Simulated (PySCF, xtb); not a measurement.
## Al2BH5: 4 structures ranked

4 gas-phase structures of Al2BH5, found in a search over its isomers (lower ones may exist). Each was relaxed with GFN2-xTB:

A. `[BH2][AlH][AlH2]`, a singlet
B. a singlet given by its coordinates
C. a singlet given by its coordinates
D. `[AlH2][BH][AlH2]`, a singlet

C (Å):

| atom | x (Å) | y (Å) | z (Å) |
| --- | --- | --- | --- |
| Al | -0.0172 | -0.9339 | 0.9177 |
| Al | 1.9478 | -0.9555 | -0.7311 |
| B | 0.9479 | 0.8973 | 0.3803 |
| H | 0.9272 | 1.0336 | -0.8528 |
| H | -1.2429 | -1.1136 | 1.9128 |
| H | 2.1588 | 0.8166 | 0.6310 |
| H | 0.3018 | -2.4976 | 0.4259 |
| H | 0.4171 | 1.7953 | 0.9534 |

Close contacts (Å): Al1–Al2 2.57, Al1–B3 2.14, Al2–B3 2.38, Al1–H5 1.59, Al1–H7 1.67, B3–H4 1.24, B3–H6 1.24, B3–H8 1.19.

B (Å):

| atom | x (Å) | y (Å) | z (Å) |
| --- | --- | --- | --- |
| Al | 1.1483 | 0.3425 | -0.2867 |
| Al | -0.9699 | -0.4462 | 1.0597 |
| B | -0.6816 | 1.2704 | -0.0412 |
| H | 1.0186 | -1.2381 | 0.6681 |
| H | -1.4106 | 1.2964 | -0.9847 |
| H | 2.6352 | 0.2526 | -0.8685 |
| H | -1.6139 | -1.6002 | 1.9881 |
| H | -0.7188 | 2.2342 | 0.6595 |

Close contacts (Å): Al1–Al2 2.63, Al1–B3 2.07, Al2–B3 2.06, Al1–H4 1.85, Al1–H6 1.60, Al2–H4 2.18, Al2–H7 1.62, B3–H5 1.19, B3–H8 1.19.

Which do you expect lowest at r2SCAN-D4/def2-SVP, and how would the others follow?

Calculated order at r2SCAN-D4/def2-SVP: C (0.0), B (24.2), D (148.8), A (157.2) kJ/mol.

Energies above the lowest of each column, in kJ/mol:

```csv
structure,GFN2-xTB,HF/STO-3G,r2SCAN-D4/def2-SVP
C,96.6,0.9,0.0
B,0.0,54.3,24.2
D,119.9,0.0,148.8
A,126.5,150.2,157.2
```

r2SCAN-D4/def2-SVP puts C lowest; GFN2-xTB picks B. Some further structures that were screened fall inside this span and aren't listed. Flexible structures stand in one conformer each, not always the lowest. No reliable frequencies are at hand for these structures.

Over these structures GFN2-xTB departs from r2SCAN-D4/def2-SVP by 46.7 kJ/mol on average once a common shift is removed. A GFN2-xTB relaxation took about 0.13 s and the r2SCAN-D4/def2-SVP energy about 3.8 s on a shared host (PySCF 2.14.0, xtb 6.7.1).
